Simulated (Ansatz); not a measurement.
# BHO2 (oxoborinic acid): B3LYP-D3(BJ)-ATM/cc-pVDZ

We compute a short trajectory of BHO2 (oxoborinic acid). 

The calculation is run with Ansatz 0.2.0.

**1. The system as given**

The species is BHO2 (4 atoms), meant as a singlet with charge 0. As SMILES, `O=BO`. Geometry: relaxed at PBE0-D4/def2-TZVP. The run starts from this shape.

Bond lengths: O1–B2 1.210 Å, B2–O3 1.322 Å, O3–H4 0.960 Å. Angles: O1–B2–O3 177.5°, B2–O3–H4 117.0°.

**2. Molecular dynamics at B3LYP-D3(BJ)-ATM/cc-pVDZ**

File run.yaml:

```yaml
crystal:
  periodic: [false, false, false]
  atoms:
    - {symbol: O, position_ang: [-1.555100, 0.523500, 0.428500]}
    - {symbol: B, position_ang: [-0.423900, 0.132000, 0.248600]}
    - {symbol: O, position_ang: [0.816700, -0.302000, 0.108600]}
    - {symbol: H, position_ang: [1.162300, -0.353500, -0.785700]}
basis:
  gaussian:
    orbitals: cc-pVDZ
total_charge: 0
magnetization:
  spin_polarized: false
  initial_magnetization: 0
hamiltonian:
  xc: {name: B3LYP}
  dispersion: d3bjatm
md:
  timestep: 0.5 fs
  n_steps: 30
  ensemble: nvt_nose_hoover
  temperature: 1000
  initial_velocities: maxwell_boltzmann
  seed: 316
```

Run with:

```sh
ansatz run run.yaml --threads 1 --pin off --max-ram 2610MiB --events-out events.jsonl --progress --plain --runs-dir runs
```

Output (excerpt; [...] marks lines left out):

```text
Warning: RAYON_NUM_THREADS=1 ignored (pool sized by the plan → 1); use --threads N
Functional definition: B3LYP
  name "B3LYP"
[...]
481 factors; integrals over basis functions are off by at most 2.6e-4 eV
[...]
mean field -4789.08737372 eV, -175.9957148243 hartree, gradient 7.2e-5 eV, S^2 0.000000; 0 other end points of the search recorded, 0 dependent functions left out
[...]
reference -4789.08754024 eV, -175.9957209438 hartree; 11, 11 occupied and 36, 36 virtual orbitals, 481 factors
md step     0: t =     0.00 fs  T =  1000.0 K  F+E_penalty+E_count = -4789.15434411 eV  E_kin = 0.258520 eV  conserved = -4788.89582411 eV  (22 SCF iters)
[...]
md step     7: t =     3.50 fs  T =   480.6 K  F+E_penalty+E_count = -4789.01921468 eV  E_kin = 0.124251 eV  conserved = -4788.89499414 eV  (25 SCF iters, 3 dispersion substeps)
[...]
md step    14: t =     7.00 fs  T =   464.3 K  F+E_penalty+E_count = -4789.01502623 eV  E_kin = 0.120037 eV  conserved = -4788.89515740 eV  (24 SCF iters, 3 dispersion substeps)
[...]
md step    21: t =    10.50 fs  T =   320.8 K  F+E_penalty+E_count = -4788.97667316 eV  E_kin = 0.082932 eV  conserved = -4788.89422566 eV  (24 SCF iters, 3 dispersion substeps)
[...]
md step    28: t =    14.00 fs  T =   681.3 K  F+E_penalty+E_count = -4789.07025684 eV  E_kin = 0.176122 eV  conserved = -4788.89519036 eV  (24 SCF iters, 3 dispersion substeps)
[...]
md step    29: t =    14.50 fs  T =   682.2 K  F+E_penalty+E_count = -4789.07028239 eV  E_kin = 0.176356 eV  conserved = -4788.89510161 eV  (25 SCF iters, 3 dispersion substeps)
[...]
md step    30: t =    15.00 fs  T =   673.8 K  F+E_penalty+E_count = -4789.06795980 eV  E_kin = 0.174178 eV  conserved = -4788.89507798 eV  (23 SCF iters, 3 dispersion substeps)
Total energy: -4789.06812690 eV, -175.9950075167 hartree
Atom 0 at    -1.554427     0.523716     0.465764 Å, force     0.302927    -0.116742    -0.610879 eV/Å
Atom 1 at    -0.440751     0.136175     0.149007 Å, force     0.023230     0.013568     1.049569 eV/Å
Atom 2 at     0.822273    -0.303286     0.137238 Å, force     0.277607    -0.009505    -1.666072 eV/Å
Atom 3 at     1.243875    -0.381296    -0.763644 Å, force    -0.603765     0.112679     1.227382 eV/Å
Dipole moment:     0.630204    -0.194160    -0.486827 e Å
```

Wall time 34 s (1 thread of Intel Xeon Platinum 8375C at 2.90GHz (Ice Lake), shared host); peak memory 0.098 GiB.

Steps, from the record of the run:

```tsv
step	potential energy change (eV)	largest force (eV/Å)	temperature (K)
0	0.0000	0.4198	1000
2	0.0322	1.6106	878
4	0.0824	3.2641	686
6	0.1197	4.5089	540
8	0.1499	5.0769	424
10	0.1714	4.9453	342
12	0.1668	4.9123	360
14	0.1393	4.0818	464
16	0.1213	2.9894	532
18	0.1396	4.1229	463
20	0.1725	4.8161	340
22	0.1704	4.8245	349
24	0.1315	4.1115	497
26	0.0965	3.0265	632
28	0.0841	1.6626	681
30	0.0864	1.6891	674
```

**3. Results**

At B3LYP-D3(BJ)-ATM/cc-pVDZ:

```
                          quantity          value
potential energy of the last frame  -175.99501 Eh
```

The run spans only 15 fs, so it is not equilibrated: the temperature averages 516 K over its second half, against 1000 K at the start, as kinetic energy flows into the vibrations of a start near a minimum.
